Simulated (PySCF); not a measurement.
C3H8, charge +1, multiplicity 2. Atoms are numbered in the order given.

```xyz
11

C     -1.2969    -0.0178     0.2349
C      0.0000     0.0000    -0.4623
C      1.2969     0.0178     0.2349
H     -2.1404    -0.3053    -0.4086
H     -1.2629    -0.6133     1.1681
H     -1.5297     1.0138     0.6127
H     -0.0223     0.7010    -1.3949
H      0.0223    -0.7010    -1.3949
H      2.1404     0.3053    -0.4086
H      1.2629     0.6133     1.1681
H      1.5297    -1.0138     0.6127
```
Charge +1, spin multiplicity 2.

Geometry optimised at B3LYP-D3(BJ)/def2-SVP. The spin state was assumed, not searched.

Method: B3LYP-D3(BJ)/def2-SVP in PySCF 2.14.0.

Harmonic, unscaled wavenumbers; measured fundamentals usually lie a few per cent lower.

```tsv
mode	ν (cm⁻¹)	IR (km/mol)	moving atoms (share of kinetic energy)
1	79	20.1	H 84 %, C 16 %
2	119	4.1	H 99 %
3	395	0.1	C 53 %, H 47 %
4	529	61.8	H 72 %, C 28 %
5	620	0.0	H 90 %, C 10 %
6	804	41.4	H 69 %, C 31 %
7	816	16.6	H 89 %, C 11 %
8	904	85.8	H 63 %, C 37 %
9	907	10.9	H 78 %, C 22 %
10	961	204.7	H 74 %, C 26 %
11	986	367.1	H 73 %, C 27 %
12	1127	53.8	H 54 %, C 46 %
13	1220	152.5	H 93 %
14	1301	22.9	H 93 %
15	1321	90.7	H 85 %, C 15 %
16	1335	5.0	H 85 %, C 15 %
17	1365	5.4	H 63 %, C 37 %
18	1446	20.8	H 58 %, C 42 %
19	1451	0.0	H 85 %, C 15 %
20	2307	66.8	H 97 %
21	2597	79.8	H 90 %, C 10 %
22	2821	478.3	H 95 %
23	2875	21.3	H 93 %
24	3011	45.5	H 94 %
25	3013	22.0	H 94 %
26	3137	18.8	H 91 %, C 9 %
27	3142	0.6	H 91 %, C 9 %
```
